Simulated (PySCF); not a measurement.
## Worked example: correlation energy of GeH$_{3}$⁺, singlet

Geometry: that of the GeH3, doublet, kept fixed.

```
atom    x (Å)    y (Å)    z (Å)
  Ge   0.0000   0.0000  -0.0187
   H   1.4650   0.0169   0.4526
   H  -0.7483   1.2611   0.4484
   H  -0.7191  -1.2778   0.4488
```

Basis 6-31G (Cartesian d functions); PySCF 2.14.0. Only valence electrons are correlated (noble-gas cores and the filled d shells of p-block atoms frozen), which leaves 6 electrons in 21 orbitals. Prefix R: restricted or restricted open-shell reference. No spin–orbit coupling is included, and no scalar relativity.

Full CI is exact within this basis and frozen core; it isn't the basis-set limit.

RCCSD has a T1 diagnostic of 0.010 and a largest doubles amplitude of 0.05.

```tsv
level	total energy (hartree)
RHF	-2076.407297
RMP2	-2076.457203
RCCSD	-2076.477828
RCCSD(T)	-2076.478689
RCCSDT	-2076.479044
RCCSDT(Q)	-2076.479062
full CI	-2076.479069
```

Task: What is the correlation energy at full CI, and what share of it do RMP2 and RCCSD recover?

Result: E(corr) = -2076.479069 − (-2076.407297) = -0.071772 hartree = -1.953 eV. RMP2: -0.049906 / -0.071772 = 69.53 %. RCCSD: -0.070531 / -0.071772 = 98.27 %.

Task: By how many kcal/mol does RCCSD(T) miss full CI (1 hartree = 627.509 kcal/mol), and which steps make up the rest?

Result: -2076.478689 − (-2076.479069) = 0.000380 hartree = 0.24 kcal/mol. Steps: RCCSDT − RCCSD(T) = -0.22, RCCSDT(Q) − RCCSDT = -0.01, full CI − RCCSDT(Q) = 0.00 kcal/mol. That is within 1 kcal/mol of the reference in this basis, which itself misses far more of the correlation at the basis-set limit.
